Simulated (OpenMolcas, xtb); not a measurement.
**How methods differ on BPH2O (SMILES B1OP1)**

The species is BPH2O (5 atoms), meant as a singlet with charge 0. As SMILES, `B1OP1`. Geometry: relaxed at GFN2-xTB.

| atom | x (Å) | y (Å) | z (Å) |
| --- | --- | --- | --- |
| B | -0.3844 | -0.5576 | -0.2746 |
| O | -0.7776 | 0.1651 | 0.7518 |
| P | 0.2631 | 1.1730 | -0.2511 |
| H | -0.5552 | -1.6293 | -0.6596 |
| H | 1.4541 | 0.8488 | 0.4336 |

Quantity: the dipole moment, in D. The values are calculated.

| level | kind | program | value (D) | CPU time |
| --- | --- | --- | --- | --- |
| GFN2-xTB | semi-empirical | xtb | 1.99 | under 2 s |
| GFN0-xTB | semi-empirical | xtb | 2.44 | under 2 s |
| GFN1-xTB | semi-empirical | xtb | 2.30 | under 2 s |
| HF/ANO-RCC-MB (DKH2) | Hartree–Fock | OpenMolcas | 1.73 | 3 s |
| HF/STO-3G | Hartree–Fock | OpenMolcas | 1.15 | 1.4 s |
| HF/3-21G | Hartree–Fock | OpenMolcas | 2.07 | 1.3 s |
| HF/def2-SVP | Hartree–Fock | OpenMolcas | 1.76 | 2.3 s |
| HF/def2-TZVP | Hartree–Fock | OpenMolcas | 1.61 | 14 s |
| r2SCAN/def2-SVP | meta-GGA | OpenMolcas | 1.31 | 13 s |
| B3LYP/6-31G* (spherical functions) | global hybrid | OpenMolcas | 1.32 | 7.8 s |

The values span 1.15 to 2.44 D. Sets without polarisation functions give poor dipoles. Without the sets that lack polarisation functions the rows with a basis span only 1.31 to 1.76 D. CPU times are rough (shared hosts, several kinds of processor): they show what a rung costs within a factor of a few.
